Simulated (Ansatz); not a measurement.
Total energies of C5H12S (`CC(C)CCS`).

```tsv
atom	x (Å)	y (Å)	z (Å)
C1	1.6720	-0.5099	1.0548
C2	0.6075	-0.2974	-0.0113
C3	1.1180	0.6247	-1.1085
C4	-0.6732	0.2266	0.6302
C5	-1.8548	0.4297	-0.3025
S6	-2.3960	-1.0526	-1.1974
H7	2.5830	-0.9329	0.6246
H8	1.9408	0.4375	1.5336
H9	1.3234	-1.1899	1.8368
H10	0.3762	-1.2675	-0.4658
H11	2.0615	0.2551	-1.5173
H12	0.4142	0.7037	-1.9400
H13	1.2976	1.6330	-0.7198
H14	-0.4595	1.1906	1.1122
H15	-0.9726	-0.4550	1.4349
H16	-2.7061	0.8399	0.2433
H17	-1.6150	1.1453	-1.0923
H18	-2.7170	-1.7809	-0.1155
```

Charge 0, multiplicity 1. All single points use the PBE0-D4/def2-TZVP geometry. It is one conformer, not always the lowest. Basis def2-TZVPP, Ansatz.

RPA on PBE orbitals: Hartree–Fock energy of these orbitals -593.88523 Eh, correlation -1.80487 Eh (frozen core).

```tsv
functional	energy without D4 (Eh)	D4 term (kJ/mol)
r2SCAN	-595.88516	-10.7
CAM-B3LYP	-595.93034	-33.7
```

Give the same for LDA (SPW92), PBE, revPBE, BLYP, B97M-V, PBE0, B3LYP, r2SCANh, r2SCAN0, HSE06 (plane-wave form), BHLYP, LC-ωPBE, ωB97X-V, ωB97M-V, B2PLYP, PBE-QIDH. (An estimate is asked.)

The calculation gave: 
```csv
functional,energy without D4 (Eh),D4 term (kJ/mol)
LDA (SPW92),-592.77897,–
PBE,-595.57952,-39.6
revPBE,-595.89860,-128.9
BLYP,-595.90539,-87.0
B97M-V,-595.94725,–
PBE0,-595.65434,-33.6
B3LYP,-596.06798,-62.7
r2SCANh,-595.87803,-11.2
r2SCAN0,-595.86857,-12.2
HSE06 (plane-wave form),-595.63394,-31.1
BHLYP,-595.90648,-44.2
LC-ωPBE,-595.81055,–
ωB97X-V,-595.92908,–
ωB97M-V,-595.89762,–
B2PLYP,-595.71655,–
PBE-QIDH,-595.54706,–
```

B3LYP takes the VWN-RPA correlation (the form of Gaussian; ORCA's B3LYP/G). HSE06 is the plane-wave form, built on full-range PBE exchange. The double hybrids freeze the cores in their second-order part.

LC-ωPBE has ω = 0.4 bohr⁻¹.
